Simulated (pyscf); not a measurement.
# Four-centre exchange: `[CH3][Zn][Cl]` + `[FH]` → `[CH3][ZnH]` + `[F][Cl]`

Gas phase, singlet surface, charge 0. Bonds broken: Zn2–Cl3, F7–H8. Bonds formed: Zn2–H8, Cl3–F7. Structures and frequencies: ωB97X-D3(BJ)/def2-SVP in PySCF.

Transition state (Å):

```xyz
8

C     -1.8544     1.0657    -0.3910
Zn    -1.0823    -0.6728    -0.7591
Cl     2.1584    -1.6517     0.4219
H     -2.7871     0.9685     0.1864
H     -2.0814     1.6032    -1.3250
H     -1.1444     1.6712     0.1949
F      0.4308    -1.9937    -0.5755
H     -0.7552    -2.2980    -1.2928
```

One imaginary mode, 642i cm⁻¹; descent along it reached the two sides named.

```tsv
bond	change	reactant side (Å)	saddle	product side
Zn2–Cl3	breaks	2.123	3.6	3.7
F7–H8	breaks	0.929	1.419	3.0
Zn2–H8	forms	2.7	1.742	1.552
Cl3–F7	forms	3.5	2.024	1.652
```

Electronic energies relative to the separated reactants (kcal/mol):

| level | barrier | reaction energy | reverse barrier |
|---|---|---|---|
| ωB97X-D3(BJ)/def2-TZVP | 129.8 | +105.8 | 24.0 |
| PBE/def2-TZVP | 98.3 | +98.6 | -0.3 |
| r²SCAN/def2-TZVP | 106.3 | +104.5 | 1.8 |
| B3LYP-D3(BJ)/def2-TZVP | 110.0 | +102.1 | 7.9 |
| PBE0-D3(BJ)/def2-TZVP | 116.1 | +105.3 | 10.8 |
| M06-2X/def2-TZVP | 126.9 | +108.8 | 18.1 |
| ωB97M-D3(BJ)/def2-TZVP | 125.1 | +103.3 | 21.8 |
| HF/def2-TZVP | 163.2 | +113.6 | 49.6 |

With ωB97M-D3(BJ)/def2-TZVP energies and thermal terms (ideal gas, 1 atm, RRHO with modes under 100 cm⁻¹ raised to 100, one conformer, R ln 2 for chiral ones without a mode under 150 cm⁻¹), in kcal/mol:

```json
[
 {"T (K)": "298", "ΔH‡": "122.0", "ΔG‡": "130.1", "ΔH": "+100.7", "ΔG": "+100.3"},
 {"T (K)": "600", "ΔH‡": "122.2", "ΔG‡": "138.2", "ΔH": "+100.4", "ΔG": "+100.0"},
 {"T (K)": "900", "ΔH‡": "122.7", "ΔG‡": "146.1", "ΔH": "+100.5", "ΔG": "+99.7"},
 {"T (K)": "1200", "ΔH‡": "123.3", "ΔG‡": "153.8", "ΔH": "+100.7", "ΔG": "+99.4"}
]
```

At PBE this geometry lies under the product side: in single points on another level's saddle the reverse barrier vanishes, and the forward threshold there is about the reaction energy. At the saddle there is also a short F–Zn contact that neither side keeps. The same reactants have a lower exit, to CH₄ + F–Zn–Cl (barrier +13.3 kcal/mol at ωB97M-D3(BJ)/def2-TZVP, against +125.1 kcal/mol here). One saddle was located; it need not be the lowest between these sides. One closed-shell reference is unstable to symmetry breaking; treat the single-reference values with care. Elements up to Kr have no core potential and no relativistic terms here.
